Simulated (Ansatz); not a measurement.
The input, for Ansatz 0.2.0:

```yaml
crystal:
  periodic: [false, false, false]
  atoms:
    - {symbol: Ga, position_ang: [0.000000, 0.000000, 0.000000]}
    - {symbol: As, position_ang: [0.000000, 0.000000, 3.004000]}
basis:
  gaussian: {orbitals: cc-pVDZ}
total_charge: 1
magnetization: {spin_polarized: true, initial_magnetization: 3}
hamiltonian: {xc: {name: wB97X-V}}
```

```sh
$ ansatz run in.yaml --threads 1 --pin off --events-out ev --progress --plain --max-ram 2393MiB
```

Log:

```
      + integral(e_c_pw_opposite_spin*poly(b97_u_opposite, cos0, cos1)) + vv10(b, c)
650 factors; integrals over basis functions are off by at most 8.5e-4 eV
161 factors; integrals over basis functions are off by at most 1.4e-5 eV
mean field evaluation 1: about -113197.1509 eV, gradient 9.4e0 eV
mean field evaluation 2: about -113198.1739 eV, gradient 4.6e0 eV
mean field evaluation 4: about -113198.3163 eV, gradient 2.6e-1 eV
mean field evaluation 8: about -113198.3197 eV, gradient 1.0e-2 eV
mean field evaluation 16: about -113198.3197 eV, gradient 1.5e-5 eV
mean field -113198.31966983 eV, -4159.9615192895 hartree, gradient 1.5e-5 eV, S^2 3.757184; 0 other end points of the search recorded, 0 dependent functions left out
reference -113198.31967059 eV, -4159.9615193172 hartree; 33, 30 occupied and 21, 24 virtual orbitals, 650 factors
Total energy: -113198.31967059 eV, -4159.9615193172 hartree
```

Ran on 1 thread of Arm Neoverse V1, shared host: 7 s wall, 0.23 GiB peak host memory.
